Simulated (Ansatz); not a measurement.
System: hcp Co. Method: PBE-D4 (Ansatz, a quantum-chemistry and plane-wave program, plane waves, PAW).

Numerical settings: plane-wave cutoff 520 eV, 24×24×14 k mesh (along the axes of the cell as run), Fermi–Dirac smearing 0.05 eV, spin-polarised with parallel moments, scalar-relativistic PAW data made under PBE.

Shape and atoms are relaxed at each volume.

Pressure at four volumes; x = ln(V/10.572 Å³). One pressure is withheld.

| V (Å³/atom) | x | P (GPa) |
|---|---|---|
| 10.150 | -0.0407 | ? |
| 10.361 | -0.0202 | 4.85 |
| 10.572 | 0.0000 | -0.02 |
| 10.995 | 0.0392 | -8.34 |

Question: Pass a parabola P(x) through the three rows shown, estimate the bulk modulus and its pressure derivative near zero pressure, and predict the withheld pressure.

Answer: Slopes between the rows: (-0.02 − (4.85))/(0.0000 − (-0.0202)) = -241.09 and (-8.34 − (-0.02))/(0.0392 − (0.0000)) = -212.24 GPa. Their difference over the span 0.0594 is c = 28.85/0.0594 = 485.7 GPa, so P(x) = 4.85 + (-241.09)(x − (-0.0202)) + 485.7 (x − (-0.0202))(x − (0.0000)). At the middle row B = −dP/dx = −[-241.09 + 485.7 × 0.0202] = 231.3 GPa, and B′ = dB/dP = 2c/B = 4.2. At x = -0.0407 the parabola gives 10.20 GPa; the run gives 10.27 GPa. The Birch–Murnaghan fit to the energies at all volumes has B0 = 231 GPa and B′ = 4.2.

Measured, for comparison: bulk modulus 193 GPa (zero-point energy and finite temperature contributions removed, our sources range from 193 to 198; as tabulated in doi:10.1021/acs.jctc.3c00612). Computed (rounded) less measured: bulk modulus +20 % (+17 % to +20 % over the range).

Note: the bulk modulus comes from volumes at which shape and atoms were relaxed.
